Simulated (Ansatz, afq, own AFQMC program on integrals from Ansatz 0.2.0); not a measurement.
## Sn, triplet → Sn, singlet

A free Sn atom.

E(singlet, charge +0) − E(triplet, charge +0) at this geometry, on UHF and RHF determinants.

Basis def2-TZVPP with its core potentials. Only valence electrons are correlated. AFQMC by an in-house program on the Cholesky factors that Ansatz 0.2.0 writes for its CCSD(T) run. The CISD trial takes its coefficients from CCSD amplitudes. Released means that phaseless walkers are propagated on without the constraint, phases kept. ± is one standard error of the sampling. No spin–orbit coupling. The errors of all members are added in quadrature.

Full CI on the same integrals is exact in this basis and with this determinant's frozen core.

Errors are counted within def2-TZVPP, not against nature.

Cautions: inner d shell frozen; no spin-orbit coupling; Sn (triplet): the released energies are still falling, so no released level is given (meV from the phaseless value at times in 1/Eh: 2 ± 4 at 0.24, 3 ± 3 at 0.51, -3 ± 3 at 0.99, -6 ± 3 at 1.62, -8.1 ± 2.3 at 2.40), though the last usable value meets full CI within the noise, the ph-AFQMC/HF walk drifts between its halves (2.0 errors); Sn (singlet): another spin lies lower, restricted determinant unstable towards unrestricted (UHF 1.16 eV lower, ⟨S²⟩ 1.03), strong correlation (T1 0.015, weight of the determinant 0.78, largest double 0.30), the ph-AFQMC/CISD walk drifts between its halves (2.7 errors), the determinant fills the p orbitals unequally in pairs, so it mixes two states of the atom (¹D and ¹S), and each level undoes that mixture to a different degree, while full CI gives the lower state, CCSDT(Q) on the UHF determinant differs (741 meV lower), perhaps since the unrestricted series falls towards higher spin.

```
level  vertical spin gap (kcal/mol)
 CCSD                          19.6
  MP2                          26.5
```

From these cheaper values, estimate the vertical spin gap at the reference level in def2-TZVPP.

17.3 kcal/mol (full CI in def2-TZVPP).

```json
{"level": "HF", "vertical spin gap (kcal/mol)": "33.9", "error against FCI (kcal/mol)": "16.7"}
{"level": "CCSD(T)", "vertical spin gap (kcal/mol)": "18.5", "error against FCI (kcal/mol)": "1.2"}
{"level": "CCSDT", "vertical spin gap (kcal/mol)": "18.3", "error against FCI (kcal/mol)": "1.1"}
{"level": "CCSDT(Q)", "vertical spin gap (kcal/mol)": "17.6", "error against FCI (kcal/mol)": "0.4"}
{"level": "ph-AFQMC/CISD", "vertical spin gap (kcal/mol)": "17.2 ± 0.2", "error against FCI (kcal/mol)": "-0.1 ± 0.2"}
```

Correlation beyond CCSD(T) takes off 1.2 kcal/mol. The perturbative (T) step is worth −1.2 kcal/mol. Where a determinant mixes two states, these steps and errors hold in part the undoing of that mixture, and only full CI is sure.

CCSDT and higher add their correlation energy to the determinant of the CCSD(T) run, since their own runs factorise the integrals more tightly (a shift of under 2 meV).
